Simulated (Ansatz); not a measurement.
Ansatz (a quantum-chemistry and plane-wave program) input (MP2/LANL2DZ): The .json file is the Basis Set Exchange's LANL2DZ.

Ansatz 0.2 input:
```yaml
crystal:
  periodic: [false, false, false]
  atoms:
    - {symbol: C, position_ang: [-0.00304570, -0.15641480, 2.06744886]}
    - {symbol: C, position_ang: [-0.00102067, -0.05592749, 0.70608771]}
    - {symbol: C, position_ang: [0.00080695, 0.03228757, -0.51321328]}
    - {symbol: C, position_ang: [0.00285697, 0.15186452, -1.95874397]}
    - {symbol: H, position_ang: [-0.93121596, -0.20490266, 2.62122401]}
    - {symbol: H, position_ang: [0.92347531, -0.19046764, 2.62504838]}
    - {symbol: H, position_ang: [-0.00468476, 1.20230164, -2.26611604]}
    - {symbol: H, position_ang: [0.89181721, -0.31201186, -2.39299250]}
    - {symbol: H, position_ang: [-0.87697708, -0.32577834, -2.39663976]}
basis:
  gaussian:
    orbitals: LANL2DZ.json
magnetization: {spin_polarized: true, initial_magnetization: 1}
correlation: {method: mp2, electrons: outside_noble_gas}
```

Output:

```
WARN ansatz: RAYON_NUM_THREADS=1 ignored (pool sized by the plan → 1); use --threads N
Functional definition: HF
integrals: 0.01 GiB planned
599 factors; integrals over basis functions are off by at most 5.8e-4 eV
mean field: 0.10 GiB planned
mean field evaluation 1: about -4194.9433 eV, gradient 1.7e1 eV
mean field evaluation 2: about -4194.9473 eV, gradient 1.7e1 eV
mean field evaluation 4: about -4197.2669 eV, gradient 2.6e0 eV
mean field evaluation 8: about -4197.4410 eV, gradient 4.8e-1 eV
mean field evaluation 16: about -4197.4659 eV, gradient 2.6e-6 eV
mean field -4197.46586683 eV, -154.2540254614 hartree, gradient 2.6e-6 eV, S^2 0.966851; 0 other end points of the search recorded, 0 dependent functions left out
4 core orbitals not correlated
reference -4197.46586683 eV, -154.2540254614 hartree; 11, 10 occupied and 31, 32 virtual orbitals, 599 factors
second order -8.10078430 eV of doubles, -0.00000000 eV of singles
Total energy: -4205.56665113 eV, -154.5517237934 hartree
```

The determinant is spin-contaminated: <S^2> is 0.97 against 0.75 for a pure state.
